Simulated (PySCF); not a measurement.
C2F4, SMILES FC(F)=C(F)F. Atoms are numbered in the order given.

```xyz
6

F      0.0000     1.1018    -1.3861
C      0.0000     0.0000    -0.6670
F      0.0000    -1.1018    -1.3861
C      0.0000     0.0000     0.6670
F      0.0000    -1.1018     1.3861
F      0.0000     1.1018     1.3861
```

Geometry optimised at r2SCAN-D4/def2-SVP.

These are B3LYP/pcSseg-1 (PySCF) values and carry that method's errors.

GIAO shieldings, no solvent; atoms alike by connectivity are averaged. δ = σ(ref) − σ: ¹⁹F against CFCl3 (σ = 161.7 ppm); ¹³C against TMS (σ = 181.3 ppm), references at their B3LYP-D3(BJ)/def2-TZVP geometries, non-relativistic.

```json
[
 {"nucleus": "¹⁹F", "atoms": "F1, F3, F5, F6", "count": "4", "δ (ppm)": "-145.8"},
 {"nucleus": "¹³C", "atoms": "C2, C4", "count": "2", "δ (ppm)": "157.4"}
]
```
